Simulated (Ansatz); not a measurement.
# One shape, several levels: ClF (chlorine monofluoride)

Wanted: a comparison of 5 runs (UHF/STO-3G, PBE0/STO-3G, UPBE/STO-3G, wB97M-V/STO-3G, MP2/STO-3G) of ClF (chlorine monofluoride). 

The results are computed with Ansatz 0.2.0.

35 further runs of the same task are left out: 3 that didn't finish, 32 set aside as unsound or not needed.

## (1) The structure to begin with

ClF: 2 atoms, total charge 0, spin state singlet. As SMILES, `FCl`. The Cl2–F1 distance was set to 4.206 Å, away from the relaxed value.

## (2) The energy at UHF/STO-3G (run 1)

Contents of molecule.yaml:

```yaml
crystal:
  periodic: [false, false, false]
  atoms:
    - {symbol: F, position_ang: [0.000000, 0.000000, -2.523350]}
    - {symbol: Cl, position_ang: [0.000000, 0.000000, 1.682250]}
basis:
  gaussian: {orbitals: STO-3G}
magnetization: {spin_polarized: true, initial_magnetization: 0}
hamiltonian: {xc: hf}
accuracy: high
```

Run with:

```
ansatz run molecule.yaml --threads 1 --pin off --max-ram 2610MiB --events-out events.jsonl --progress --plain --runs-dir runs
```

Log:

```text
Warning: RAYON_NUM_THREADS=1 ignored (pool sized by the plan → 1); use --threads N
Functional definition: HF
  name "HF"
  exchange = exact_x
  correlation = 0
193 factors; integrals over basis functions are off by at most 5.0e-9 eV
mean field evaluation 1: about -15014.2901 eV, gradient 3.2e-1 eV
mean field evaluation 2: about -15014.2916 eV, gradient 3.2e-1 eV
mean field evaluation 4: about -15014.2905 eV, gradient 8.0e-1 eV
mean field evaluation 8: about -15022.1510 eV, gradient 1.5e1 eV
mean field evaluation 16: about -15035.0706 eV, gradient 2.3e-4 eV
mean field evaluation 32: about -15035.0734 eV, gradient 4.2e-4 eV
mean field evaluation 64: about -15035.0734 eV, gradient 7.4e-4 eV
mean field evaluation 96: about -15035.0731 eV, gradient 2.4e-4 eV
mean field evaluation 128: about -15035.0705 eV, gradient 1.6e-2 eV
mean field evaluation 160: about -15035.0733 eV, gradient 8.7e-4 eV
mean field evaluation 192: about -15019.8724 eV, gradient 1.1e0 eV
mean field evaluation 224: about -15035.0734 eV, gradient 1.3e-3 eV
mean field -15035.07337456 eV, -552.5287553763 hartree, gradient 1.7e-8 eV, S^2 1.000000; 10 other end points of the search recorded, 0 dependent functions left out
reference -15035.07337456 eV, -552.5287553763 hartree; 13, 13 occupied and 1, 1 virtual orbitals, 193 factors
Total energy: -15035.07337456 eV, -552.5287553763 hartree
```

It took 0.38 s on 1 thread of Arm Neoverse V1, shared host.

## (3) The energy at PBE0/STO-3G (run 2)

Contents of job.yaml:

```yaml
crystal:
  periodic: [false, false, false]
  atoms:
    - {symbol: F, position_ang: [0.000000, 0.000000, -2.523350]}
    - {symbol: Cl, position_ang: [0.000000, 0.000000, 1.682250]}
basis:
  gaussian: {orbitals: STO-3G}
magnetization: {spin_polarized: false}
hamiltonian: {xc: {name: PBE0}}
accuracy: high
```

Run with:

```
ansatz run job.yaml --threads 1 --pin off --max-ram 2610MiB --events-out events.jsonl --progress --plain --runs-dir runs
```

Log (excerpt; [...] marks lines left out):

```text
Warning: RAYON_NUM_THREADS=1 ignored (pool sized by the plan → 1); use --threads N
Functional definition: PBE0
  name "PBE0"
[...]
193 factors; integrals over basis functions are off by at most 5.0e-9 eV
[...]
mean field -15049.83114141 eV, -553.0710933050 hartree, gradient 4.3e-9 eV, S^2 0.000000; 5 other end points of the search recorded, 0 dependent functions left out
reference -15049.83114223 eV, -553.0710933351 hartree; 13, 13 occupied and 1, 1 virtual orbitals, 193 factors
Total energy: -15049.83114223 eV, -553.0710933351 hartree
```

Wall time 2.5 s (1 thread of Arm Neoverse V1, shared host).

Runs 3 to 4 aren't shown in full; the table further down has their settings and results.

## (4) A single-point energy at MP2/STO-3G (run 5)

Contents of in.yaml:

```yaml
crystal:
  periodic: [false, false, false]
  atoms:
    - {symbol: F, position_ang: [0.000000, 0.000000, -2.523350]}
    - {symbol: Cl, position_ang: [0.000000, 0.000000, 1.682250]}
basis:
  gaussian:
    orbitals: STO-3G
magnetization:
  spin_polarized: false
correlation:
  method: mp2
  frozen_orbitals: {Cl: 5, F: 1}
accuracy: high
```

Run with:

```
ansatz run in.yaml --threads 1 --pin off --max-ram 2610MiB --events-out events.jsonl --progress --plain --runs-dir runs
```

Log (excerpt; [...] marks lines left out):

```text
Warning: RAYON_NUM_THREADS=1 ignored (pool sized by the plan → 1); use --threads N
[... 2 set-up lines as earlier in the session ...]
[...]
193 factors; integrals over basis functions are off by at most 5.0e-9 eV
[...]
mean field -15026.35225045 eV, -552.2082599765 hartree, gradient 2.3e-8 eV, S^2 0.000000; 15 other end points of the search recorded, 0 dependent functions left out; unrestricted orbitals would lower it
unrestricted determinant -15035.07334952 eV, -552.5287544561 hartree, S^2 1.0000
6 core orbitals not correlated: weight in the atoms' cores, before any rotation towards them, 1.000 or more for the frozen orbitals, at most 0.000 for the correlated occupied ones
reference -15026.35225045 eV, -552.2082599765 hartree; 7, 7 occupied and 1, 1 virtual orbitals, 193 factors
second order -11.00586230 eV of doubles, -0.00000000 eV of singles
Total energy: -15037.35811275 eV, -552.6127179560 hartree
```

Wall time 0.22 s (1 thread of Arm Neoverse V1, shared host).

## (5) All runs side by side

```csv
run,level,frozen core orbitals,energy (Eh),wall time
1,UHF/STO-3G,–,-552.528755,0.38 s
2,PBE0/STO-3G,–,-553.071093,2.5 s
3,UPBE/STO-3G,–,-553.086042,37 s
4,wB97M-V/STO-3G,–,-553.298647,56 s
5,MP2/STO-3G,6,-552.612718,0.22 s
```

## (6) Summary of results

| quantity | value |
| --- | --- |
| run 5: total energy | -552.61272 Eh |
| run 5: correlation energy (6 core orbitals frozen) | -404.5 mEh |

**Reading.** Totals of different functionals can't be ranked against each other. In run 5 the log says that unrestricted orbitals would lower the reference, so the values rest on an unstable closed-shell determinant (other closed-shell runs at this shape may share the fault). In runs 1, 2, 3, 4, 5 the basis is minimal, so the values are rough. In runs 2, 4, 5 a closed-shell determinant meets a far-stretched bond, which it describes badly. Spin contamination of the reference: run 3 ⟨S²⟩ = 1.00, run 1 ⟨S²⟩ = 1.00. Where it is this large, the reference is a mixture of spin states, and values that rest on it are in doubt. All runs together took 96 s, the longest 56 s.
